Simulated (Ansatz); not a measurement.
# Relaxing Si₃F₂

These are results of DFT PBE, scalar-relativistic, plane waves, PAW in Ansatz, not measurements. Cutoff 420 eV, Γ-centred k mesh, Gaussian smearing, no spin polarisation in the final step.

The start puts Si₃F₂ on the anti-A-type sesquioxide structure type (P-3m1, No. 164), with F in place of La, Si in place of O, at a guessed volume.

```xyz
5
Lattice="3.6296 0.0000 0.0000 -1.8148 3.1434 0.0000 0.0000 0.0000 5.6471" Properties=species:S:1:pos:R:3 pbc="T T T"
Si    0.0000    0.0000    0.0000
Si    0.0000    2.0956    3.6424
Si    1.8148    1.0478    2.0047
F     0.0000    2.0956    1.3835
F     1.8148    1.0478    4.2636
```

Cell and atoms relax at zero pressure; the relaxation can't lower the symmetry of the start. After a coarse first stage the cell is made exact in the group found at 0.06 Å.

The zero of energy is the elements' standard structures at the same level (F₂ as a molecule); no fitted shifts are applied.

**Question.** What does it relax into?

**Answer.** It keeps P-3m1 (No. 164), but not the shape of the type it started on. Conventional cell: a = 3.740 Å, c = 9.896 Å. Si on Wyckoff site a (1 atom of the primitive cell) has 6 F at 2.30 Å; Si on Wyckoff site d (2 atoms of the primitive cell) is coordinated by 3 Si at 2.24 Å; F has 3 Si at 2.30 Å and 3 F at 2.67 Å.

```
Si F
1.0
     3.74001    0.00000    0.00000
    -1.87001    3.23895    0.00000
     0.00000    0.00000    9.89619
Si F
3 2
Cartesian
  0.0000 0.0000 0.0000
  0.0000 2.1593 5.2415
  1.8700 1.0796 4.6547
  0.0000 2.1593 0.7813
  1.8700 1.0796 9.1149
```

**Question.** What are its volume, energy, density and gap?

**Answer.** The volume per atom is 24.0 Å³ and the density is 1.7 g/cm³. The energy over the elements is -0.63 eV/atom and the gap on the 12×12×4 mesh is 0 eV (a metal).

The final run used a 12×12×4 mesh on its 5-atom cell and 0.10 eV smearing. For metals, differences of a few meV/atom aren't resolved. No dispersion correction is applied, so the spacing between layers, chains or molecules is poorly fixed, and with it the volume and density. A structure relaxed within its symmetry needn't be a true minimum.

Cost: 4 runs of about 2.1 core-minutes in all, on Intel Xeon 6975P-C (Granite Rapids) (shared hosts).